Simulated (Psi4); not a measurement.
# SiH2Cl (chlorosilyl radical): USCAN/cc-pVQZ (density fitting, sweep point 6)

What is the energy change on altering one bond length of SiH2Cl (chlorosilyl radical) at USCAN/cc-pVQZ (density fitting, sweep point 6)? 

Program for the calculation: Psi4 1.11.

## 1. Starting point

SiH2Cl has 4 atoms, charge 0, and is taken as a doublet. SMILES: `[SiH2]Cl`. The coordinates come from a GFN2-xTB relaxation.

Bond lengths: Si1–Cl2 2.022 Å, Si1–H3 1.451 Å, Si1–H4 1.451 Å. Angles: Cl2–Si1–H3 110.3°, Cl2–Si1–H4 110.2°, H3–Si1–H4 114.9°.

## 2. A single-point energy at USCAN/cc-pVQZ (density fitting, sweep point 6)

Input file calc.dat:

```
memory 1.6 GB

molecule {
  0 2
  Si    -0.283580     0.237700     0.131590
  Cl     1.597690    -0.059610     0.811090
  H     -1.065000    -0.978280     0.263310
  H     -0.249110     0.800200    -1.205980
  symmetry c1
}

set {
  basis                cc-pVQZ
  reference            uks
  puream               true
  scf_type             df
  dft_radial_points    99
  dft_spherical_points 590
  maxiter              150
}

result = energy("scan")
print_variables()
```

Command:

```bash
$ psi4 calc.dat calc.out -n 1
```

calc.out:

```text
[...]
  Running in c1 symmetry.
[...]
  Nuclear repulsion =   78.978688451799243
[...]
  Multiplicity = 2
[...]
  Nalpha       = 17
  Nbeta        = 16
[...]
    Number of basis functions: 178
[...]
   @DF-UKS iter   1:  -750.91750308883718   -1.54612e-01   1.94463e-03 DIIS/ADIIS
[...]
   @DF-UKS iter   7:  -750.97780955098267   -4.68743e-07   9.65034e-07 DIIS
[...]
   @S^2 Observed:                7.538397717E-01
[...]
    Orbital Energies [Eh]
    ---------------------
    Alpha Occupied:
       1A   -101.255704     2A    -65.903516     3A     -9.380451
       4A     -7.124413     5A     -7.120146     6A     -7.118967
       7A     -5.247709     8A     -3.594592     9A     -3.592325
      10A     -3.589002    11A     -0.805654    12A     -0.515302
      13A     -0.380143    14A     -0.371958    15A     -0.334789
      16A     -0.303815    17A     -0.201540
    Alpha Virtual:
      18A     -0.026891    19A      0.018700    20A      0.028073
      21A      0.078738    22A      0.106601    23A      0.111595
      24A      0.129463    25A      0.136740    26A      0.149014
[...]
  @DF-UKS Final Energy:  -750.97780955098267
   => Energetics <=
    Nuclear Repulsion Energy =             78.9786884517992434
    One-Electron Energy =               -1194.8638224020003236
    Two-Electron Energy =                 414.8844039597130404
    DFT Exchange-Correlation Energy =     -49.9770795604944951
    Empirical Dispersion Energy =           0.0000000000000000
    VV10 Nonlocal Energy =                  0.0000000000000000
    Total Energy =                       -750.9778095509826699
[...]
 Multipole Moments:
 ------------------------------------------------------------------------------------
     Multipole            Electronic (a.u.)      Nuclear  (a.u.)        Total (a.u.)
 ------------------------------------------------------------------------------------
 L = 1.  Multiply by 2.5417464519 to convert [e a0] to [Debye]
 Dipole X            :          3.0686179           -3.4048088           -0.3361909
 Dipole Y            :          0.1733153           -0.1734506           -0.0001353
 Dipole Z            :          1.9082060           -2.0930649           -0.1848589
 Magnitude           :                                                    0.3836628
[...]
```

Wall time 30 s (1 thread of Intel Xeon 6975P-C (Granite Rapids), shared host); peak memory 1.2 GiB.

## 3. The distorted shape

Input file clh2si.in:

```
memory 1600 MB

molecule mol {
  0 2
  Si    -0.290473     0.125212     0.399074
  Cl     1.590797    -0.172098     1.078574
  H     -1.071893    -1.090768     0.530794
  H     -0.249110     0.800200    -1.205980
  symmetry c1
}

set reference uks
set puream true
set scf_type df
set dft_radial_points 99
set dft_spherical_points 590
set maxiter 150

e_tot, wfn = energy("scan/cc-pVQZ", return_wfn=True)
```

Command:

```bash
$ psi4 -n 1 clh2si.in clh2si.out
```

clh2si.out:

```text
[...]
  Running in c1 symmetry.
[...]
  Nuclear repulsion =   77.881143502080093
[...]
  Multiplicity = 2
[...]
  Nalpha       = 17
  Nbeta        = 16
[...]
    Number of basis functions: 178
[...]
   @DF-UKS iter   1:  -750.90918188596038   -1.97853e-01   1.86576e-03 ADIIS/DIIS
[...]
   @DF-UKS iter   8:  -750.96304196128199   -7.33231e-08   7.39287e-07 DIIS
[...]
   @S^2 Observed:                7.537423883E-01
[...]
    Orbital Energies [Eh]
    ---------------------
    Alpha Occupied:
       1A   -101.260329     2A    -65.924598     3A     -9.384974
       4A     -7.128990     5A     -7.124643     6A     -7.123492
       7A     -5.261983     8A     -3.608915     9A     -3.606812
      10A     -3.603815    11A     -0.809592    12A     -0.506578
      13A     -0.382923    14A     -0.355953    15A     -0.338216
      16A     -0.300198    17A     -0.205257
    Alpha Virtual:
      18A     -0.030802    19A     -0.022277    20A      0.024294
      21A      0.080687    22A      0.105992    23A      0.108551
      24A      0.127660    25A      0.137589    26A      0.151525
[...]
  @DF-UKS Final Energy:  -750.96304196128199
   => Energetics <=
    Nuclear Repulsion Energy =             77.8811435020800928
    One-Electron Energy =               -1192.5116294537847352
    Two-Electron Energy =                 413.5794986612214643
    DFT Exchange-Correlation Energy =     -49.9120546707986819
    Empirical Dispersion Energy =           0.0000000000000000
    VV10 Nonlocal Energy =                  0.0000000000000000
    Total Energy =                       -750.9630419612819878
[...]
 Multipole Moments:
 ------------------------------------------------------------------------------------
     Multipole            Electronic (a.u.)      Nuclear  (a.u.)        Total (a.u.)
 ------------------------------------------------------------------------------------
 L = 1.  Multiply by 2.5417464519 to convert [e a0] to [Debye]
 Dipole X            :          3.0892236           -3.3984518           -0.3092282
 Dipole Y            :         -0.0068021           -0.0697091           -0.0765112
 Dipole Z            :          2.3030701           -2.3397508           -0.0366807
 Magnitude           :                                                    0.3206580
[...]
```

Wall time 32 s (1 thread of Intel Xeon 6975P-C (Granite Rapids), shared host); peak memory 1.2 GiB.

## 4. Results

At USCAN/cc-pVQZ (density fitting, sweep point 6):

| quantity | value |
| --- | --- |
| first shape: total energy | -750.97781 Eh |
| first shape: dipole moment | 0.98 D |
| first shape: HOMO energy (highest over α and β) | -5.48 eV |
| first shape: LUMO energy (lowest over α and β) | -2.98 eV |
| first shape: ⟨S²⟩ | 0.754 |
| distorted shape: total energy | -750.96304 Eh |
| distorted shape: dipole moment | 0.82 D |
| distorted shape: HOMO energy (highest over α and β) | -5.59 eV |
| distorted shape: LUMO energy (lowest over α and β) | -3.14 eV |
| distorted shape: ⟨S²⟩ | 0.754 |
| energy change with the Si1–H4 bond stretched from 1.451 to 1.742 Å | 0.402 eV |

**Reading.** With the Si1–H4 bond stretched from 1.451 to 1.742 Å the energy rises by 0.40 eV (9.3 kcal/mol). The first shape isn't relaxed at this level, so the change isn't measured from a minimum.
